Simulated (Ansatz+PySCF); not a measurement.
triplet C2H4: levels of theory in one basis

```xyz
6

C    -0.0021    0.0059   -0.7312
C    -0.0012    0.0099    0.7230
H    -0.0097   -0.9345   -1.3011
H     0.0022    0.9240   -1.2979
H    -0.9280    0.0088    1.3038
H     0.9343    0.0054    1.3108
```

Basis set: def2-SVP (spherical functions). Frozen core: 2 orbitals. Correlation on ROHF uses semicanonical orbitals with singles. Charge 0, multiplicity 3.

Computed with Ansatz (development build ahead of 0.2.0); each method stands on the lowest determinant of its kind that the runs found.

```csv
method,E − E(ROHF) (eV),<S²> of the determinant
ROHF,0.00,2.00
UHF,-0.16,2.01
ROHF-MP2,-6.57,–
UHF-MP2,-6.55,2.01
ROHF-CCSD,-7.51,–
UHF-CCSD,-7.51,2.01
ROHF-CCSD(T),-7.68,–
UHF-CCSD(T),-7.68,2.01
```

**Question.** Is a single determinant a sound starting point here?

**Answer.** By this sign, yes. Unrestricted orbitals gain 0.16 eV and <S²> is 2.01 against 2.00 for a pure state.

Caution: another spin multiplicity may lie lower.
